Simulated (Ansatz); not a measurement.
Relaxation of CH3NOS (7 atoms, charge 0, multiplicity 1), to a largest force component of 0.015 eV/Å in at most 40 steps.

The calculation used RKS B3LYP-D4/def2-SVP in Ansatz 0.2.0.

```xyz
7
Properties=species:S:1:pos:R:3
N -1.255 0.660 -0.360
C -0.281 0.923 0.369
S -0.094 2.277 1.488
O -1.546 3.043 1.249
H -1.156 -0.168 -0.944
H 0.593 0.288 0.376
H -1.407 3.865 0.766
```

Q: Where does it end, and by what steps?

A: It converged. After 17 steps the energy has fallen by 0.336 eV; H7 moved furthest, 1.23 Å.

```
step  energy less start (eV)  largest force component (eV/Å)  accepted
   0                  0.0000                           1.825       yes
   1                 -0.1037                           1.203       yes
   2                 -0.1023                           2.015        no
   3                 -0.1553                           0.436       yes
   4                 -0.1766                           0.431       yes
   5                 -0.1978                           0.190       yes
   6                 -0.2120                           0.283       yes
   7                 -0.2223                           0.693       yes
   8                 -0.2138                           1.824        no
   9                 -0.2456                           0.194       yes
  10                 -0.2658                           0.269       yes
  11                 -0.2879                           0.873       yes
  12                 -0.3072                           0.514       yes
  13                 -0.3284                           0.410       yes
  14                 -0.3348                           0.118       yes
  15                 -0.3358                           0.082       yes
  16                 -0.3362                           0.059       yes
  17                 -0.3364                           0.006       yes
```

```xyz
7
Properties=species:S:1:pos:R:3
N -1.218 1.106 -0.321
C -0.218 1.012 0.464
S 0.034 2.296 1.620
O -1.274 3.236 1.192
H -1.308 0.323 -0.971
H 0.528 0.201 0.507
H -1.690 2.713 0.453
```

Run time: 54 s on 1 CPU thread of a shared host.
